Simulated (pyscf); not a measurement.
Structures and frequencies: ωB97X-D3(BJ)/def2-SVP in PySCF.

Q: Estimate by transition-state theory the rate constant of Cl–GeH(Cl)–Cl (SMILES [Cl][GeH]([Cl])[Cl]) + H• (SMILES [H]) → Cl–Ge•(Cl)–Cl (SMILES [Cl][Ge]([Cl])[Cl]) + H₂ (SMILES [H][H]) (doublet surface; Ge–H broken, H–H formed) at 1200 K, with ωB97M-D3(BJ)/def2-TZVP energies (ideal gas, 1 atm, RRHO with modes under 100 cm⁻¹ raised to 100, one conformer, R ln 2 for rigid chiral ones; no tunnelling).

A: The electronic barrier is 2.6 kcal/mol and the thermal terms add +23.9, so ΔG‡ = 26.5 kcal/mol. With k_BT/h = 2.50e+13 s⁻¹ and RT = 2.385 kcal/mol, and a volume of 1.64e-19 cm³ per molecule at 1 atm, k = 6.1e-11 cm³ molecule⁻¹ s⁻¹. Wigner's tunnelling factor for 758i cm⁻¹ would be 1.03. A shift of 1 kcal/mol in the barrier changes k by a factor 1.5. This is the saddle that the search found; another between the same sides may lie lower. The angle at the transferred H is 180°. Elements up to Kr have no core potential and no relativistic terms here.
